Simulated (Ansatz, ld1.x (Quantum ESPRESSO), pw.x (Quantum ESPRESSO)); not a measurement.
pw.x on bcc Mg: one setting changed

Potential: PAW, ld1.x (Quantum ESPRESSO) 7.5, PBEsol; core [Ne], reference 3s2 3p0; waves: 3s (bound): rcut 2.45, rcutus 2.80 bohr; 3s channel at 4.1 Ry: rcut 2.45, rcutus 2.80 bohr; 3p (bound, empty): rcut 2.15, rcutus 2.45 bohr; 3p channel at 4.61 Ry: rcut 2.15, rcutus 2.45 bohr; 3d channel at 0.5 Ry: rcut 2.40, rcutus 2.75 bohr; local part: all-electron potential smoothed inside 2.55 bohr (lloc = -2); core correction: Bessel-smoothed model core, default radius (core density twice the valence density); augmentation: PSQ, inside the norm-conserving radii.

The reference run (k-mesh 13³, cutoffs 40/320 Ry, Fermi–Dirac 0.01 Ry, mixing_beta 0.4, conv_thr 1e-9, no spin) gives 0.09 GPa at 22.446 Å³/atom, where all-electron LAPW gives 0.16 GPa. This run, with its own iteration cap, changes nosym to true.

```
&control
  calculation='scf', prefix='x', pseudo_dir='./', outdir='./tmp', tstress=.true., disk_io='none'
/
&system
  ibrav=0, nat=1, ntyp=1, ecutwfc=40, ecutrho=320, nbnd=8,
  occupations='smearing', smearing='fd', degauss=0.01, nosym=.true.
/
&electrons
  conv_thr=1e-09, mixing_beta=0.4, electron_maxstep=60
/
ATOMIC_SPECIES
Mg 1.0 Mg.UPF
CELL_PARAMETERS angstrom
  -1.77702276 1.77702276 1.77702276
  1.77702276 -1.77702276 1.77702276
  1.77702276 1.77702276 -1.77702276
ATOMIC_POSITIONS crystal
Mg 0.0000 0.0000 0.0000
K_POINTS automatic
13 13 13 0 0 0
```

```bash
pw.x < Mg.scf.in > Mg.scf.out
```

Task: How does the run end?

Result: It converges in 7 iterations; the free energy moves by +0.0 meV/atom and the pressure by +0.00 GPa. The result is that of the reference run.

```
lattice parameter (alat)  =       5.8164  a.u.
     unit-cell volume          =     151.4731 (a.u.)^3
     number of electrons       =         2.00
     number of Kohn-Sham states=            8
     kinetic-energy cutoff     =      40.0000  Ry
     charge density cutoff     =     320.0000  Ry
     scf convergence threshold =      1.0E-09
     Exchange-correlation= SLA  PW   PSX  PSC
     number of k points=  1099  Fermi-Dirac smearing, width (Ry)=  0.0100
     iteration #  1     ecut=    40.00 Ry     beta= 0.40
     total energy              =     -32.71899478 Ry
     estimated scf accuracy    <       0.00364804 Ry
     iteration #  2     ecut=    40.00 Ry     beta= 0.40
     total energy              =     -32.71898772 Ry
     estimated scf accuracy    <       0.00130513 Ry
     iteration #  3     ecut=    40.00 Ry     beta= 0.40
     total energy              =     -32.71899970 Ry
     estimated scf accuracy    <       0.00000059 Ry
     iteration #  4     ecut=    40.00 Ry     beta= 0.40
     total energy              =     -32.71900111 Ry
     estimated scf accuracy    <       0.00000011 Ry
     iteration #  5     ecut=    40.00 Ry     beta= 0.40
     total energy              =     -32.71900109 Ry
     estimated scf accuracy    <          3.9E-09 Ry
     iteration #  6     ecut=    40.00 Ry     beta= 0.40
     total energy              =     -32.71900110 Ry
     estimated scf accuracy    <       0.00000002 Ry
     iteration #  7     ecut=    40.00 Ry     beta= 0.40
     the Fermi energy is     3.7305 ev
!    total energy              =     -32.71900110 Ry
     estimated scf accuracy    <          1.6E-10 Ry
     smearing contrib. (-TS)   =      -0.00214973 Ry
     The total energy is F=E-TS. E is the sum of the following terms:
     one-electron contribution =       1.45333620 Ry
     hartree contribution      =       0.00263152 Ry
     xc contribution           =      -4.49220129 Ry
     ewald contribution        =      -2.16744484 Ry
     one-center paw contrib.   =     -27.51317295 Ry
     convergence has been achieved in   7 iterations
          total   stress  (Ry/bohr**3)                   (kbar)     P=        0.92
     Message from routine punch:
     Nothing written, as per user request (disk_io='none')
```

The run took about 52 s on one core of a shared host (Neoverse-V2, 96 threads, 742 GiB, load 21).
